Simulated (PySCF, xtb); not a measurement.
Homolysis of single bonds, series B Br-SiH3. Gas-phase values, no solvent. Strings in code marks are SMILES.

Quantity: homolytic bond dissociation enthalpy at 298 K (no spin–orbit term), in eV. Thermal and zero-point terms are GFN2-xTB rigid-rotor harmonic values (xtb).

Level 1: PBE-D3(BJ)/def2-TZVP // PBE0-D3(BJ)/def2-TZVP (PySCF)
Level 2: ωB97X-D3(BJ)/def2-TZVP // PBE0-D3(BJ)/def2-TZVP (PySCF)
Level 3: PBE/6-31G* // PBE0-D3(BJ)/def2-TZVP (PySCF)
Level 4: frozen-core MP2/6-31G* // PBE0-D3(BJ)/def2-TZVP (PySCF)

| species | level 1 | level 2 | level 3 | level 4 |
|---|---|---|---|---|
| B–Br bond of `[SiH3]B(Br)Br`, giving `[Br]` and `[SiH3][B]Br` | 4.50 | 4.51 | 4.48 | 4.44 |
| Si–B bond of `[SiH3]B(Br)Br`, giving `Br[B]Br` and `[SiH3]` | 3.57 | 3.87 | 3.55 | 3.58 |
